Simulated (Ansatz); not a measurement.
Cost and result for the atomization energy of `C=[SiH2]` (6 atoms, 5 bonds).

```xyz
6

C     0.389   -0.511    0.663
Si   -0.327    0.429   -0.557
H    -0.172   -1.244    1.231
H     1.437   -0.417    0.923
H    -1.755    0.311   -0.920
H     0.428    1.431   -1.340
```

Charge 0, multiplicity 1. Geometry: relaxed with PBE0-D4/def2-TZVP. Program: Ansatz. All runs use 2 threads of a server CPU on a shared host. Times are those of one run each, without the atoms' runs, and a repeat can differ threefold. Electronic energies, without spin–orbit coupling; frozen cores. CCSD(T)/CBS extrapolates def2-TZVPP and def2-QZVPP, and its time is that of the two runs behind it. T1 = 0.015; the RHF reference is unstable towards UHF. B3LYP takes the VWN-RPA correlation (the form of Gaussian; ORCA's B3LYP/G). HSE06 is the plane-wave form, built on full-range PBE exchange.

CCSD(T)/CBS is a level of theory with its own doubt, some kJ/mol a heavy atom from the limit and from the frozen cores, so smaller differences don't rank the functionals.

```tsv
level	functions	wall time	atomization (kcal/mol)	difference from CCSD(T)/CBS	per bond
CCSD(T)/def2-SVP	52	0.96 s	435.6	-25.8	-5.2
revPBE-D4/def2-TZVPP	129	1.5 s	455.7	-5.7	-1.1
BHLYP-D4/def2-TZVPP	129	1.6 s	451.6	-9.8	-2.0
HSE06-D4/def2-TZVPP	129	1.6 s	458.1	-3.3	-0.7
PBE0-D4/def2-TZVPP	129	1.8 s	457.7	-3.7	-0.7
B3LYP-D4/def2-TZVPP (with forces)	129	2 s	462.2	0.8	0.2
r2SCAN-D4/def2-TZVPP (with forces)	129	2.4 s	461.3	-0.1	0.0
B2PLYP/def2-TZVPP	129	2.5 s	456.8	-4.6	-0.9
PBE-QIDH/def2-TZVPP	129	2.7 s	455.1	-6.3	-1.3
ωB97X-V/def2-TZVPP	129	3.2 s	460.8	-0.6	-0.1
CCSD(T)/def2-TZVPP	129	8 s	450.6	-10.8	-2.2
CCSD(T)/def2-QZVPP	247	56 s	457.0	-4.4	-0.9
CCSD(T)/CBS(def2)	–	64 s	461.4	0.0	0.0
```

At CCSD(T), def2-SVP lies −25.8 kcal/mol from the extrapolated value and def2-TZVPP −10.8 kcal/mol: correlation converges slowly with the basis, and small sets miss more of it in the bonded molecule than in its fragments. From r2SCAN to r2SCAN0 (25 % exact exchange), in def2-TZVPP and without D4, the atomization energy moves by −5.8 kcal/mol: exact exchange takes away binding that semilocal exchange gives to molecules. In def2-TZVPP, CCSD(T) changes the Hartree–Fock value by +109.6 kcal/mol (the triples alone add +6.2 kcal/mol) and MP2 by +108.8 kcal/mol; breaking electron pairs costs correlation energy, which Hartree–Fock lacks.
